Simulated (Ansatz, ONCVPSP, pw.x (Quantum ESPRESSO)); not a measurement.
## What a changed setting does to a pw.x run (fcc Hf)

Potential: optimised norm-conserving Vanderbilt (ONCV), ONCVPSP 4.0.1.1 (patched build), PBEsol; core [Kr] 4d10 4f14, reference 5s2 5p6 5d2 6s2; waves: 5s+6s: rc 1.60 bohr, ncon 4, nbas 8, qcut 8.5 1/bohr, 2 projectors; 5p: rc 1.50 bohr, ncon 4, nbas 7, qcut 4.6 1/bohr, 3 projectors, debl 1.3 Ha; 5d: rc 1.50 bohr, ncon 4, nbas 7, qcut 6.5 1/bohr, local; local part: the d channel; core correction: polynomial model core, fcfact 0.56. In the p channel the program set the typed energies aside and used -1.308, 0.250, 1.550 Ha.

The reference run (k-mesh 13³, cutoffs 155/620 Ry, Fermi–Dirac 0.01 Ry, mixing_beta 0.4, conv_thr 1e-9, no spin) gives -0.68 GPa at 21.622 Å³/atom, where all-electron LAPW gives 0.13 GPa. This run, with its own iteration cap, changes degauss to 0.02.

```
&control
  calculation='scf', prefix='x', pseudo_dir='./', outdir='./tmp', tstress=.true., disk_io='none'
/
&system
  ibrav=0, nat=1, ntyp=1, ecutwfc=155, ecutrho=620, nbnd=14,
  occupations='smearing', smearing='fd', degauss=0.02
/
&electrons
  conv_thr=1e-09, mixing_beta=0.4, electron_maxstep=60
/
ATOMIC_SPECIES
Hf 1.0 Hf.UPF
CELL_PARAMETERS angstrom
  0.00000000 2.21116910 2.21116910
  2.21116910 0.00000000 2.21116910
  2.21116910 2.21116910 0.00000000
ATOMIC_POSITIONS crystal
Hf 0.0000 0.0000 0.0000
K_POINTS automatic
13 13 13 0 0 0
```

```bash
pw.x < Hf.scf.in > Hf.scf.out
```

Task: How does the run end?

Result: It converges in 7 iterations; the free energy moves by -124.6 meV/atom and the pressure by +0.92 GPa. In a metal, with Fermi–Dirac smearing, F lies below its zero-width value by a term in the square of the width.

```
Message from routine setup:
     using ibrav=0 with symmetry is DISCOURAGED, use correct ibrav instead
     lattice parameter (alat)  =       5.9093  a.u.
     unit-cell volume          =     145.9125 (a.u.)^3
     number of electrons       =        12.00
     number of Kohn-Sham states=           14
     kinetic-energy cutoff     =     155.0000  Ry
     charge density cutoff     =     620.0000  Ry
     scf convergence threshold =      1.0E-09
     Exchange-correlation= PBESOL
     number of k points=    84  Fermi-Dirac smearing, width (Ry)=  0.0200
     iteration #  1     ecut=   155.00 Ry     beta= 0.40
     total energy              =    -126.57152030 Ry
     estimated scf accuracy    <       0.01541603 Ry
     iteration #  2     ecut=   155.00 Ry     beta= 0.40
     total energy              =    -126.57113004 Ry
     estimated scf accuracy    <       0.00304807 Ry
     iteration #  3     ecut=   155.00 Ry     beta= 0.40
     total energy              =    -126.57148978 Ry
     estimated scf accuracy    <       0.00013302 Ry
     iteration #  4     ecut=   155.00 Ry     beta= 0.40
     total energy              =    -126.57149751 Ry
     estimated scf accuracy    <       0.00000150 Ry
     iteration #  5     ecut=   155.00 Ry     beta= 0.40
     total energy              =    -126.57149806 Ry
     estimated scf accuracy    <       0.00000009 Ry
     iteration #  6     ecut=   155.00 Ry     beta= 0.40
     total energy              =    -126.57149807 Ry
     estimated scf accuracy    <          1.0E-09 Ry
     iteration #  7     ecut=   155.00 Ry     beta= 0.40
     the Fermi energy is    14.8689 ev
!    total energy              =    -126.57149807 Ry
     estimated scf accuracy    <          9.9E-11 Ry
     smearing contrib. (-TS)   =      -0.02357460 Ry
     The total energy is F=E-TS. E is the sum of the following terms:
     one-electron contribution =     -18.17580218 Ry
     hartree contribution      =      13.67691026 Ry
     xc contribution           =     -43.04705664 Ry
     ewald contribution        =     -79.00197492 Ry
     convergence has been achieved in   7 iterations
          total   stress  (Ry/bohr**3)                   (kbar)     P=        2.34
     Message from routine punch:
     Nothing written, as per user request (disk_io='none')
```

The run took about 1.8 min on one core of a shared host (Neoverse-N1, 64 threads, 124 GiB, load 54).
